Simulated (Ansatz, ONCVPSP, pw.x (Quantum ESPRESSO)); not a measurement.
## Equation-of-state test of one ONCV potential (osmium)

osmium, optimised norm-conserving Vanderbilt (ONCV), made with ONCVPSP 4.0.1.1 (patched build) (PBEsol, scalar-relativistic). Core [Kr] 4d10 4f14, reference 5s2 5p6 5d6 6s2. Waves: 5s+6s: rc 1.65 bohr, ncon 4, nbas 8, qcut 6.4 1/bohr, 2 projectors; 5p: rc 1.95 bohr, ncon 4, nbas 8, qcut 7.3 1/bohr, 1 projector; 5d: rc 2.05 bohr, ncon 3, nbas 7, qcut 7.4 1/bohr, 2 projectors, debl 1 Ha. Local part: polynomial inside 1.40 bohr (lpopt 5, dvloc0 0 Ha). Core correction: Teter function, fcfact 5.75, rcfact 1.6.

Atomic tests: cutoffs needed: 17 Ha and 21 Ha (the cutoffs (Ha) at which the residual kinetic energy of the hardest occupied pseudo-wave falls to 1 and 0.1 mHa per electron); ghost test: no bound ghost flagged; no localised positive-energy state flagged; largest excitation error: -24 meV (all-electron minus pseudo) for 5s2 5p6 5d6 6s0, out of 4 test configurations.

Crystal test: bcc Os in pw.x 7.5, no spin, 15³ k-points, Fermi–Dirac smearing 0.01 Ry, cutoffs 50/200 Ry. The reference is all-electron LAPW (Ansatz 0.2.0) with the same functional, mesh and smearing; V0 and B0 come from Birch–Murnaghan fits to the pressures at five volumes. Errors are pseudo minus all-electron; Δ is the rms difference of the E(V) curves that follow from these fits, minima aligned, over ±6 % about the mean V0. Mesh and smearing are coarse, so the numbers serve the comparison and aren't converged zero-temperature values; the lattice is a test structure that the element need not adopt.

All-electron: a0 = 3.063 Å (V0 = 14.37 Å³/atom), B0 = 379.8 GPa.

How far does the potential miss the all-electron equation of state?

mean pressure error (GPa): -10.44; a0 (Å): 3.035; a0 error (%): -0.92; B0 error (%): +4.9; Δ (meV/atom): 33.3. This is a poor potential for the solid.

| V (Å³/atom) | P all-electron (GPa) | P pseudo (GPa) |
| --- | --- | --- |
| 13.631 | 22.64 | 10.55 |
| 13.989 | 10.78 | -0.39 |
| 14.348 | 0.50 | -9.85 |
| 14.707 | -8.41 | -18.02 |
| 15.065 | -16.11 | -25.06 |

At the middle volume, how do free energy and pressure move when the wave cutoff is lowered (ecutrho kept at four times it)?

```
cutoff (Ry)  shift of F (meV/atom)  shift of P (GPa)
         22                +5267.6           -217.88
         30                 +652.9            -40.59
         40                  +25.7             -2.42
```

The run at the middle volume (120 k-points, 8 iterations) took about 23 s on one core of a shared host (Neoverse-N1, 64 threads, 124 GiB, load 58).
